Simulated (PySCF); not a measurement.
Scalar relativity in Si (silicon, neutral)

[Ne] 3s2 3p2, high-spin 3P determinant; PBE calculated with PySCF 2.14 in dyall-acv3z, once non-relativistic with a point nucleus and once with spin-free X2C-1e and a Gaussian nucleus.

| shell | ε non-rel. (eV) | rms r non-rel. (bohr, spins averaged) |
| --- | --- | --- |
| 1s α | -1781.0 | 0.1295 |
| 1s β | -1780.8 | 0.1295 |
| 2s α | -138.65 | 0.6230 |
| 2s β | -138.50 | 0.6230 |
| 2p α | -95.426 | 0.6046 |
| 2p β | -95.217 | 0.6046 |
| 3s α | -11.227 | 2.341 |
| 3s β | -9.699 | 2.341 |
| 3p α | -4.608 | 3.007 |

Task: How does scalar relativity move these shells?

Result: 1s α: ε -1785.0 eV, radius -0.39 %; 1s β: ε -1784.9 eV, radius -0.39 %; 2s α: ε -139.27 eV, radius -0.32 %; 2s β: ε -139.11 eV, radius -0.32 %; 2p α: ε -95.366 eV, radius -0.07 %; 2p β: ε -95.158 eV, radius -0.07 %; 3s α: ε -11.269 eV, radius -0.23 %; 3s β: ε -9.742 eV, radius -0.23 %; 3p α: ε -4.599 eV, radius 0.05 %.

The total energy goes from -289.2338 to -289.8458 hartree.

Ionisation energy, Si [Ne] 3s2 3p2 (3P) → Si⁺ [Ne] 3s2 3p1 (2P) (eV):

```csv
method,non-relativistic,spin-free X2C,shift
UHF,7.637,7.626,-0.011
LDA,8.234,8.223,-0.011
PBE,8.199,8.188,-0.011
PBE0,8.220,8.209,-0.011
r2SCAN,8.321,8.310,-0.011
MP2 (valence),8.051,8.041,-0.011
SCS-MP2 (valence),7.963,7.952,-0.011
MP2 (valence and next inner shell),8.055,8.043,-0.011
SCS-MP2 (valence and next inner shell),7.967,7.956,-0.011
CCSD (valence),8.077,8.066,-0.010
CCSD(T) (valence),8.118,8.108,-0.010
CCSD (valence and next inner shell),8.081,8.070,-0.011
CCSD(T) (valence and next inner shell),8.118,8.107,-0.011
```

Relativity contracts and stabilises s shells directly. The contracted s shells screen the nucleus better, so for spin-averaged p shells the direct and indirect effects partly cancel.
